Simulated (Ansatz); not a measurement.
## BS⁻, triplet in aug-cc-pVTZ: errors against UCCSDT(Q)

Geometry: that of the BS⁻, singlet, kept fixed. The singlet lies 2.7 eV lower here.

| atom | x (Å) | y (Å) | z (Å) |
| --- | --- | --- | --- |
| B | 0.0000 | 0.0000 | 0.0000 |
| S | 0.0000 | 0.0000 | 1.6853 |

Basis aug-cc-pVTZ; Ansatz 0.2.0. Correlated methods freeze the noble-gas cores, which leaves 10 electrons in 90 orbitals. R marks a restricted (for open shells ROHF) determinant, U an unrestricted one. Active spaces: valence = (10e, 8o) chosen from the atoms' valence shells. This anion state lies near or above the neutral species, so the extra electron is weakly bound or unbound and the energies hang on the diffuse functions.

Full CI isn't at hand for all of this; UCCSDT(Q) serves as the reference, and is uncertain by the last step of the cluster series or more. The frozen core follows each run's orbitals, which can shift R against U totals by a few meV.

* UHF ⟨S²⟩: 2.047
* T1 diagnostic (RCCSD): 0.0400
* largest doubles amplitude (RCCSD): 0.048
* T1 diagnostic (UCCSD): 0.0336

```tsv
level	E − E(RHF) (eV)
UHF	-0.1229
RMP2	-6.6586
UMP2	-6.6518
RCCSD	-7.2087
UCCSD	-7.2106
RCCSD(T)	-7.6508
UCCSD(T)	-7.6467
```

(1) Estimate how far UCCSDT(Q) in aug-cc-pVTZ lies from RCCSD(T). The table doesn't fix it; the size of (T) and the diagnostics are the guide.

(1) UCCSDT(Q) in aug-cc-pVTZ lies 1.42 kcal/mol below RCCSD(T), which is 14 % of the (T) step (-10.20 kcal/mol). T1 is raised, but (T) still catches most of what CCSD lacks. The miss exceeds 1 kcal/mol.

The other levels:

```tsv
level	E − E(UCCSDT(Q)) (kcal/mol)	share of correlation (%)	wall time
BCCD(T)	1.40	99.21	22 s (H100)
RCCSDT	0.73	99.59	–
UCCSDT	0.73	99.59	–
RCCSDT(Q)	0.11	99.94	20 s (H100)
CASSCF (valence space)	149.17	16.13	–
NEVPT2 (valence space)	34.06	80.85	4.2 s (H100)
MRCISD (valence space)	17.13	90.37	–
MRCISD+Q (valence space)	3.76	97.88	4.9 s (H100)
```

The correlation energy at UCCSDT(Q), counted from RHF, is -7.712 eV. That run took 16 s on 2 threads of AMD EPYC 7R13 with a shared H100 80 GB, shared host.

Times hold each run's SCF and search for its determinant on a shared host, so for small cases they say little of a method's own cost.

Natural occupations of CASSCF (valence space) about the gap: 1.991 1.972 1.951 1.008 1.002 0.054 0.025; effectively unpaired electrons, Σ n²(2−n)², 2.03.
